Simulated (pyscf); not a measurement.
H₂O + [Cl–B–Cl]• -> HO–B(Cl)–Cl + H•, a substitution at O (doublet surface; H–O broken, B–O formed). PySCF, gas phase, ωB97X-D3(BJ)/def2-SVP geometries. Correlated levels are frozen-core, on RHF or UHF. ΔMP2 is the change of the MP2 total energy from the triple- to the quadruple-zeta basis. Energies in kcal/mol from the separated reactants.

AM1 to PM7: differences of heats of formation from MOPAC. Open shells are spin-unrestricted. 

**Question.** In single points PM3 puts the saddle at -16.6 kcal/mol and the reaction energy at -23.7 kcal/mol. Should these be trusted to within a few kcal/mol? Compare with CCSD(T)/def2-TZVPP + ΔMP2(QZVPP).

**Answer.** CCSD(T)/def2-TZVPP + ΔMP2(QZVPP) gives ΔE‡ = 6.0 kcal/mol and ΔE = -25.6 kcal/mol. PM3 lies 22.5 kcal/mol under it in the barrier and 1.9 kcal/mol over it in the reaction energy, so on this step it does not hold to within 3.0 kcal/mol. At PM3 this geometry lies under one side, so its ΔE‡ may be no barrier of that level. CCSD(T)/def2-TZVPP + ΔMP2(QZVPP) has limits of its own. On the reactant side the descent ends in an adduct with a B–O contact, 10.7 kcal/mol under the separated species and 15.4 kcal/mol under the saddle at ωB97X-D3(BJ)/def2-TZVP. What is counted as formed (B–O) is already present as a longer contact in the reactant adduct; forming that adduct is a step of its own. One saddle was located; it need not be the lowest between these sides. The angle at the attacked O is 121°. The CCSD(T) − MP2 part came from Ansatz, without density fitting, on the same reference.
